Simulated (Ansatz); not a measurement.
The input, for Ansatz 0.2.0:

```yaml
crystal:
  periodic: [false, false, false]
  atoms:
    - {symbol: C, position_ang: [0.000000, 0.000000, 0.000000]}
    - {symbol: P, position_ang: [0.000000, 0.000000, 2.796000]}
basis:
  gaussian: {orbitals: 6-31G}
magnetization: {spin_polarized: false, initial_magnetization: 1}
correlation: {method: fci, electrons: outside_noble_gas}
```

```sh
$ ansatz run in.yaml --threads 1 --pin off --events-out ev --progress --plain --max-ram 2393MiB
```

Log:

```
447 factors; integrals over basis functions are off by at most 4.0e-8 eV
mean field evaluation 1: about -10282.4026 eV, gradient 3.4e1 eV
mean field evaluation 2: about -10282.4232 eV, gradient 3.4e1 eV
mean field evaluation 4: about -10289.2101 eV, gradient 1.2e1 eV
mean field evaluation 8: about -10291.5881 eV, gradient 2.3e0 eV
mean field evaluation 16: about -10291.7410 eV, gradient 7.1e-4 eV
mean field evaluation 32: about -10291.9492 eV, gradient 3.0e-6 eV
mean field evaluation 64: about -10284.6554 eV, gradient 2.8e1 eV
mean field evaluation 96: about -10291.2698 eV, gradient 1.9e-4 eV
mean field evaluation 128: about -10291.0557 eV, gradient 1.5e-6 eV
mean field evaluation 160: about -10291.5362 eV, gradient 2.4e0 eV
mean field evaluation 192: about -10287.4611 eV, gradient 1.8e1 eV
mean field evaluation 224: about -10291.7863 eV, gradient 1.5e-2 eV
mean field evaluation 256: about -10289.4103 eV, gradient 9.6e0 eV
mean field evaluation 288: about -10291.0043 eV, gradient 2.1e0 eV
mean field evaluation 320: about -10291.9411 eV, gradient 2.3e-1 eV
mean field evaluation 352: about -10291.7408 eV, gradient 9.5e-2 eV
mean field -10291.94921369 eV, -378.2221574693 hartree, gradient 3.0e-6 eV, S^2 0.750000; 20 other end points of the search recorded, 0 dependent functions left out
mean field evaluation 384: about -10295.8152 eV, gradient 8.4e-4 eV
determinant -10291.94921369 eV, -378.2221574693 hartree, with singles and doubles -10295.81867855 eV, -378.3643576802 hartree
determinant -10291.78626901 eV, -378.2161693629 hartree, with singles and doubles -10295.58538835 eV, -378.3557844234 hartree
determinant -10291.74097513 eV, -378.2145048434 hartree, with singles and doubles -10294.21250258 eV, -378.3053318020 hartree
determinant -10291.26980327 eV, -378.1971895971 hartree, with singles and doubles -10293.60945588 eV, -378.2831702443 hartree
determinant -10291.05571113 eV, -378.1893218558 hartree, with singles and doubles -10293.60798982 eV, -378.2831163678 hartree
determinant -10291.04523351 eV, -378.1889368104 hartree, with singles and doubles -10293.56333290 eV, -378.2814752563 hartree
determinant -10291.94921369 eV, -378.2221574693 hartree, with singles and doubles -10295.77221590 eV, -378.3626502094 hartree
determinant -10291.78626901 eV, -378.2161693629 hartree, with singles and doubles -10295.72049024 eV, -378.3607493262 hartree
unrestricted determinant -10295.81520380 eV, -378.3642299854 hartree, S^2 2.5905
6 core orbitals not correlated: weight in the atoms' cores, before any rotation towards them, 1.000 or more for the frozen orbitals, at most 0.000 for the correlated occupied ones
reference -10291.94921369 eV, -378.2221574693 hartree; 5, 4 occupied and 11, 12 virtual orbitals, 447 factors
state -10297.73841634 eV, -378.4349067426 hartree
Total energy: -10297.73841634 eV, -378.4349067426 hartree
```

Natural occupations: 1.9839 1.9420 1.6085 1.2445 0.9912 0.7487 0.3884 0.0500 0.0100 0.0071 0.0068 0.0057 0.0054 0.0045 0.0030 0.0005.

Ran on 1 thread of AMD EPYC 9B14, shared host: 48 s wall, 0.45 GiB peak host memory.
